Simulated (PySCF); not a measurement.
C3H2FNS.
Atom-mapped SMILES: `[N:1]#[C:2][C:3](=[S:4])[CH2:5][F:6]` (hydrogens: H7, H8 on C5)

Method: PBE0-D3(BJ)/def2-SVP geometry optimisation, gas phase (PySCF 2.14.0); density fitting, grid level 1; the optimiser is geomeTRIC in internal coordinates, started from a GFN2-xTB structure with every atom displaced at random (about 0.01 Å).

Step 0: E = -18163.2721 eV
```
atom  x, y, z in Å  |  force x, y, z in eV/Å
N1      2.5391   -0.8104   -0.3472   -1.857   1.029   0.200
C2      1.5193   -0.2293   -0.2338    2.021  -1.448  -0.223
C3      0.3176    0.5192   -0.1017    0.587   0.942  -0.067
S4      0.4315    2.1476   -0.2176   -0.279  -0.312   0.031
C5     -0.9497   -0.2135    0.1526   -0.207  -0.345   0.668
F6     -0.7828   -1.5534    0.2159    0.275  -0.481  -0.084
H7     -1.3676    0.1106    1.1219   -0.055   0.288  -0.109
H8     -1.6523    0.0099   -0.6427   -0.485   0.326  -0.417
```

Step 1: E = -18163.3059 eV
```
atom  x, y, z in Å  |  force x, y, z in eV/Å
N1      2.4095   -0.9588   -0.3295   -0.125   0.370   0.029
C2      1.5192   -0.2181   -0.2250    0.254  -0.231  -0.093
C3      0.3449    0.5924   -0.1008   -0.107  -0.132   0.081
S4      0.3257    2.2091   -0.2061    0.162   0.017  -0.038
C5     -0.9099   -0.2084    0.1518   -0.028  -0.220   0.039
F6     -0.6600   -1.5457    0.1990   -0.042   0.021  -0.014
H7     -1.3443    0.1088    1.1137   -0.054   0.106  -0.003
H8     -1.6299    0.0013   -0.6555   -0.060   0.070  -0.001
```

Task: Estimate the geometry and energy of step 2. (The exact step hangs on the optimiser's Hessian estimate; all steps are aligned on step 1, rigid shifts and turns removed.)

Result: E = -18163.3149 eV, largest force 0.613 eV/Å
```
atom  x, y, z in Å  |  force x, y, z in eV/Å
N1      2.4928   -0.8605   -0.3490    0.158   0.106  -0.019
C2      1.5454   -0.2017   -0.2321   -0.388  -0.470   0.061
C3      0.3316    0.5473   -0.0929    0.286  -0.040  -0.034
S4      0.4126    2.1611   -0.2178   -0.259   0.211   0.027
C5     -0.9463   -0.2262    0.1600    0.144  -0.033  -0.017
F6     -0.7439   -1.5708    0.2120    0.061   0.159  -0.010
H7     -1.3772    0.1206    1.1149   -0.001   0.034  -0.006
H8     -1.6598    0.0108   -0.6476   -0.001   0.033  -0.001
```

The energy changes by -0.0090 eV. The first-order estimate −F·Δx gives -0.0642 eV and the mean of the old and new forces, exact on a quadratic surface, -0.0106 eV. The step makes an angle of 61° with the force vector and moves no atom by more than 0.130 Å.

What follows is the cost of the whole optimisation. On Arm Neoverse V2, one thread, shared host, this took 19 s wall and 0.40 GiB of memory at its peak.
